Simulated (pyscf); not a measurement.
This saddle point was located with ωB97X-D3(BJ)/def2-SVP in PySCF.

```
Ge
H 1 1.5413
H 1 1.5413 2 109.02
H 1 1.5520 2 109.32 3 119.45
C 1 2.6249 2 99.22 3 -103.17
C 5 1.2250 1 103.53 2 55.30
H 6 1.0773 5 171.91 1 -0.09
H 5 1.0803 6 158.87 7 179.92
```
Charge 0, spin multiplicity 2.

Surface: doublet, charge 0. Lowest wavenumbers (cm⁻¹): 345i, 20, 137, 289, 327.

Problem. What reaction is this the transition state of?

Solution. `[GeH3]` [doublet] + `[CH]#[CH]` <-> `[CH]=[CH][GeH3]` [doublet], an addition read from left to right: none broken and C–Ge formed. At CCSD(T)/def2-TZVPP + ΔMP2(QZVPP) it lies +5.4 kcal/mol from the left side and +22.8 kcal/mol from the right (each side as separated species at their lowest minima found). On the product side the descent ends in a point that may be a rotor saddle (no frequency run), 1.0 kcal/mol over the lowest minimum found and 23.9 kcal/mol under the saddle at ωB97X-D3(BJ)/def2-TZVP. At ωB97X-D3(BJ)/def2-TZVP the barrier from the zero used here is 2.0 kcal/mol. •HC=CH–GeH₃ lies 27.1 kcal/mol over its isomer H₂C=CH–GeH₂• (electronic energy, ωB97M-D3(BJ)/def2-TZVP). This is the saddle that the search found; another between the same sides may lie lower. The CCSD(T) − MP2 part came from Ansatz, without density fitting, on the same reference. A UHF reference is spin-contaminated (<S²> up to 0.97), which harms MP2 most. The frozen core leaves the outer d or s,p core shells of the metals and heavy elements correlated in the MP2 and CC values, and def2-TZVPP describes them poorly, which can shift differences by a few kcal/mol. Elements up to Kr have no core potential and no relativistic terms here.
